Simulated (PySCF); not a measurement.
These 2 structures share the formula C4H8Cl2. Method used: PBE0-D3(BJ)/def2-SVP geometry optimisation, gas phase (PySCF 2.14.0). Energies are electronic, without zero-point or thermal terms, for one conformer each. No frequencies were run at this level. Point groups hold within 0.08 Å.

**Question.** Rank from lowest to highest electronic energy at this level (kcal/mol).
A. `[CH3:1][C@H:2]([Cl:3])[CH2:4][CH2:5][Cl:6]` with C1–C2–C4–C5 -176°, C2–C4–C5–Cl6 63°
B. `[Cl:1][CH2:2][CH2:3][CH2:4][CH2:5][Cl:6]` with Cl1–C2–C3–C4 56°, C2–C3–C4–C5 49°, C3–C4–C5–Cl6 56° (1,4-dichlorobutane)

**Answer.** A (0.0), B (2.3).

Neighbours under 2.5 kcal/mol apart (C[C@H](Cl)CCCl and ClCCCCCl) can change places with a better method, another conformer or zero-point energy.

| SMILES | E (Eh) | E rel (kcal/mol) | dipole (D) | point group | A, B, C (MHz) |
| --- | --- | --- | --- | --- | --- |
| C[C@H](Cl)CCCl | -1076.76984 | 0.0 | 2.24 | C1 | 3527, 1211, 1065 |
| ClCCCCCl | -1076.76619 | 2.3 | 1.00 | C2 | 4422, 1021, 1012 |

**Question.** How do the relative energies change in single points at PBE0/pcSseg-1 (no added dispersion term) on the same geometries?

**Answer.** 
```tsv
SMILES	PBE0-D3(BJ)/def2-SVP (kcal/mol)	PBE0/pcSseg-1 (kcal/mol)	shift
C[C@H](Cl)CCCl	0.0	0.0	0.0
ClCCCCCl	2.3	2.6	+0.3
```

Each column counts from its own lowest isomer. The order is unchanged; the largest shift is 0.3 kcal/mol.
